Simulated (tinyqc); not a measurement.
Worked calculation: CIS and TDHF on RHF in the sto-6g basis, frozen core, for H2O, spin multiplicity 1. One step of it, computed by the program tinyqc.

Task: TDHF (RPA) triplet states. B(ia,jb) = - (ib|ja); the squared energies are the eigenvalues of (A - B)(A + B); 1 hartree = 27.211386 eV.

CIS matrix A, triplet (hartree), order 2>6, 2>7, 3>6, 3>7, 4>6, 4>7, 5>6, 5>7:
$$\begin{pmatrix}
1.238012 & 0.000000 & 0.000000 & -0.105295 & -0.061486 & 0.000000 & 0.000000 & 0.000000 \\
0.000000 & 1.419031 & -0.105295 & 0.000000 & 0.000000 & 0.017137 & 0.000000 & 0.000000 \\
0.000000 & -0.105295 & 0.653475 & 0.000000 & 0.000000 & -0.045418 & 0.000000 & 0.000000 \\
-0.105295 & 0.000000 & 0.000000 & 0.815739 & -0.045418 & 0.000000 & 0.000000 & 0.000000 \\
-0.061486 & 0.000000 & 0.000000 & -0.045418 & 0.460833 & 0.000000 & 0.000000 & 0.000000 \\
0.000000 & 0.017137 & -0.045418 & 0.000000 & 0.000000 & 0.592847 & 0.000000 & 0.000000 \\
0.000000 & 0.000000 & 0.000000 & 0.000000 & 0.000000 & 0.000000 & 0.383527 & 0.000000 \\
0.000000 & 0.000000 & 0.000000 & 0.000000 & 0.000000 & 0.000000 & 0.000000 & 0.537702
\end{pmatrix}$$

Two-electron integrals over orbitals (pq|rs), unique and non-zero (hartree); the lowest 1 orbital is frozen and left out:
```
(22|22) 0.725796    (32|32) 0.146525    (33|22) 0.642816    (33|33) 0.633755
(42|22) 0.003327    (42|33) 0.006272    (42|42) 0.127163    (43|32) 0.020533
(43|43) 0.044362    (44|22) 0.689952    (44|33) 0.604157    (44|42) -0.105064
(44|44) 0.806560    (52|52) 0.145700    (53|53) 0.028730    (54|52) -0.042623
(54|54) 0.054504    (55|22) 0.749849    (55|33) 0.628460    (55|42) -0.062220
(55|44) 0.741073    (55|55) 0.880663    (62|22) 0.141543    (62|33) 0.070992
(62|42) 0.021945    (62|44) 0.101429    (62|55) 0.161595    (62|62) 0.100902
(63|32) -0.049216   (63|43) -0.028711   (63|63) 0.079683    (64|22) 0.091833
(64|33) 0.039174    (64|42) -0.013138   (64|44) 0.108623    (64|55) 0.104602
(64|62) 0.063480    (64|64) 0.058850    (65|52) 0.062183    (65|54) -0.002403
(65|65) 0.039374    (66|22) 0.602105    (66|33) 0.568009    (66|42) 0.061486
(66|44) 0.543457    (66|55) 0.579540    (66|62) 0.087723    (66|64) 0.042225
(66|66) 0.588401    (72|32) 0.042752    (72|43) -0.029834   (72|63) 0.034716
(72|72) 0.062304    (73|22) 0.146336    (73|33) 0.093680    (73|42) -0.067587
(73|44) 0.169876    (73|55) 0.192267    (73|62) 0.080375    (73|64) 0.068405
(73|66) 0.037360    (73|73) 0.148568    (74|32) -0.071427   (74|43) 0.005602
(74|63) 0.044384    (74|72) -0.017402   (74|74) 0.062679    (75|53) 0.023956
(75|75) 0.025149    (76|32) 0.105295    (76|43) 0.045418    (76|63) -0.074475
(76|72) -0.005635   (76|74) -0.055855   (76|76) 0.123807    (77|22) 0.628675
(77|33) 0.613334    (77|42) -0.017137   (77|44) 0.619032    (77|55) 0.632953
(77|62) 0.072234    (77|64) 0.039634    (77|66) 0.563856    (77|73) 0.103587
(77|77) 0.627012
```

Give: TDHF matrix B, triplet; squared energies w^2; TDHF energies from the positive w^2.

Result:

TDHF matrix B, triplet (hartree), order 2>6, 2>7, 3>6, 3>7, 4>6, 4>7, 5>6, 5>7:
$$\begin{pmatrix}
-0.1009 & 0.0000 & 0.0000 & -0.0347 & -0.0635 & 0.0000 & 0.0000 & 0.0000 \\
0.0000 & -0.0623 & -0.0804 & 0.0000 & 0.0000 & 0.0174 & 0.0000 & 0.0000 \\
0.0000 & -0.0804 & -0.0797 & 0.0000 & 0.0000 & -0.0684 & 0.0000 & 0.0000 \\
-0.0347 & 0.0000 & 0.0000 & -0.1486 & -0.0444 & 0.0000 & 0.0000 & 0.0000 \\
-0.0635 & 0.0000 & 0.0000 & -0.0444 & -0.0589 & 0.0000 & 0.0000 & 0.0000 \\
0.0000 & 0.0174 & -0.0684 & 0.0000 & 0.0000 & -0.0627 & 0.0000 & 0.0000 \\
0.0000 & 0.0000 & 0.0000 & 0.0000 & 0.0000 & 0.0000 & -0.0394 & 0.0000 \\
0.0000 & 0.0000 & 0.0000 & 0.0000 & 0.0000 & 0.0000 & 0.0000 & -0.0251
\end{pmatrix}$$

squared energies w^2 (hartree^2): [0.1455, 0.1871, 0.2885, 0.3020, 0.4345, 0.6159, 1.5912, 2.0455]

TDHF energies from the positive w^2 (eV): [10.3811, 11.7710, 14.6156, 14.9546, 17.9360, 21.3545, 34.3256, 38.9180]
